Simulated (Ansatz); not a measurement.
Reaction (isomerisation): `N[SiH2]N` → `NN[SiH3]`

Gas-phase electronic energies from Ansatz, PBE0-D4/def2-TZVP geometries. CBS: MP2 limit from def2 TZ/QZ plus the TZ coupled-cluster correction, frozen cores. This one scheme is used for every species. Functionals use def2-TZVPP. HSE06 is defined as in plane-wave codes. Each species was taken in one conformer, which may not be the lowest.

`N[SiH2]N`:

```xyz
9

N     0.445    0.941   -1.023
Si   -0.323   -0.375   -0.244
N     0.079   -0.331    1.419
H     0.280    1.892   -0.739
H     0.714    0.875   -1.990
H     0.141   -1.560   -1.024
H    -1.815   -0.386   -0.240
H    -0.557   -0.693    2.108
H     1.035   -0.363    1.732
```

`NN[SiH3]`:

```xyz
9

N    -1.124   -1.151   -0.168
N    -0.490   -0.148    0.589
Si    0.833    0.778    0.013
H    -1.415   -0.792   -1.071
H    -0.489   -1.926   -0.320
H    -1.005    0.079    1.421
H     0.508    1.508   -1.249
H     1.999   -0.097   -0.296
H     1.183    1.749    1.081
```

```tsv
level	ΔE (kcal/mol)
revPBE-D4	53.8
PBE0-D4	56.2
BHLYP-D4	58.6
PBE	54.4
HSE06	56.2
RPA@PBE/def2-TZVPP	55.5
CCSD/def2-SVP	51.4
CCSD(T)/def2-SVP	51.0
```

(1) What does CCSD(T)/CBS give? (Best estimate.)

Largest T1 diagnostic among the species: 0.010.

Answers

(1) Computed: +59.7 kcal/mol. The listed levels differ from it by -5.9, -3.5, -1.1, -5.3, -3.5, -4.2, -8.3, -8.7 kcal/mol.

Leaving LDA and LC-ωPBE aside and taking each functional with its dispersion term where it has one, the values, not all of them listed here, spread over 5.3 kcal/mol, from revPBE-D4 to r2SCAN0-D4. At CCSD(T), def2-SVP lies −8.7 kcal/mol from the extrapolated value and def2-TZVPP −1.2 kcal/mol.
